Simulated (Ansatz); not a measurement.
## How well does each level of theory give the LA phonon frequency at X of zinc-blende GaP?

Reference value: 255 cm⁻¹ (measured, 4 K, zero-point motion not removed; as tabulated in Ioffe Institute, NSM Archive: GaP, mechanic properties page).

Question: Put these levels in order of the LA phonon frequency at X that they give for zinc-blende GaP, smallest first: Hartree–Fock (Ansatz, a program for electronic structure), revPBE (Ansatz), r²SCAN+rVV10 (Ansatz).

Answer: revPBE (238 cm⁻¹), r²SCAN+rVV10 (254 cm⁻¹), Hartree–Fock (267 cm⁻¹)

Unless a cell is named, each level is at its own relaxed cell (revPBE 21.27, r²SCAN+rVV10 20.08, Hartree–Fock 21.35 Å³/atom).

Differences against the reference: revPBE -6.7 %, r²SCAN+rVV10 -0.4 %, Hartree–Fock +4.7 %.

The measured value isn't corrected to a static lattice, so vibrations enter the comparison.  Each level is taken at its own relaxed cell. Cutoffs and k meshes differ between the levels. Ansatz's density-functional and Hartree–Fock values are scalar-relativistic unless marked +SOC, with PAW data made under PBE.

Differences are worked out from the printed values.
